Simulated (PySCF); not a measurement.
Several molecules and their computed UV-vis stick spectra, shuffled. Computed with PySCF, TDDFT PBE0/def2-SVPD, vertical, gas phase, core orbitals frozen in the response. Geometries: GFN2-xTB; one conformer of each isolated species. Triplets are in the Tamm–Dancoff approximation. Ions are computed without counter-ions or solvent.

A. `C1[NH2+]CC[C@@H]1F`
B. `c1ccoc1`
C. `S([Si@@H](CC)P)[SiH3]`
D. `OC1(C(F)(F)F)CC1`
E. `CC(=O)/C=C(/Cl)CCl`

Lowest singlet levels (six at most, fewer where fewer were computed) with oscillator strengths:

1. 166 nm (f 0.007); 149 nm (f 0.015); 148 nm (f 0.017); 146 nm (f 0.007); 142 nm (f 0.013); 138 nm (f 0.006); T1 7.18 eV
2. 350 nm (f 0.000); 244 nm (f 0.169); 239 nm (f 0.095); 236 nm (f 0.097); 216 nm (f 0.001); 190 nm (f 0.002); T1 3.09 eV
3. 221 nm (f 0.008); 209 nm (f 0.018); 203 nm (f 0.005); 195 nm (f 0.011); 192 nm (f 0.042); 188 nm (f 0.009); T1 5.28 eV
4. 143 nm (f 0.017); 139 nm (f 0.007); 132 nm (f 0.001); 129 nm (f 0.002); 126 nm (f 0.010); 121 nm (f 0.003); T1 8.58 eV
5. 196 nm (f 0.176); 191 nm (f 0.000); 179 nm (f 0.000); 171 nm (f 0.045); 167 nm (f 0.000); 157 nm (f 0.000); T1 4.04 eV

Question: Match each spectrum to its molecule.

Answer: 1 = D, 2 = E, 3 = C, 4 = A, 5 = B.
- A: S1 at 8.70 eV, HOMO→LUMO (98%); Löwdin shares by element: HOMO carbon 44% or more, fluorine 42%; LUMO hydrogen 36% or more, nitrogen 16%, carbon 11% or more (atoms not listed hold the other 37%); HOMO -14.40 and LUMO -4.57 eV.
- B: S1 at 6.34 eV, HOMO→LUMO (97%); Löwdin shares by element: HOMO carbon 85%; LUMO carbon 55% or more, oxygen 20% (atoms not listed hold the other 25%); HOMO -6.69 and LUMO 0.21 eV; point group C2v, 4 of its 6 listed states under f = 0.0005.
- C: S1 at 5.60 eV, HOMO→LUMO (94%); Löwdin shares by element: HOMO sulfur 49%, phosphorus 21%, silicon 15%; LUMO silicon 35%, sulfur 21%, phosphorus 10% (atoms not listed hold the other 34%); HOMO -7.06 and LUMO -0.22 eV.
- D: S1 at 7.46 eV, HOMO→LUMO (95%); Löwdin shares by element: HOMO carbon 48% or more, oxygen 38% (atoms not listed hold the other 15%); LUMO oxygen 29%, hydrogen 20% or more, fluorine 10% or more, carbon 9% or more (atoms not listed hold the other 32%); HOMO -8.38 and LUMO 0.46 eV.
- E: S1 at 3.54 eV, HOMO→LUMO (96%); Löwdin shares by element: HOMO oxygen 57%, carbon 26% or more (atoms not listed hold the other 17%); LUMO carbon 58% or more, oxygen 16% (atoms not listed hold the other 26%); HOMO -7.75 and LUMO -2.41 eV.
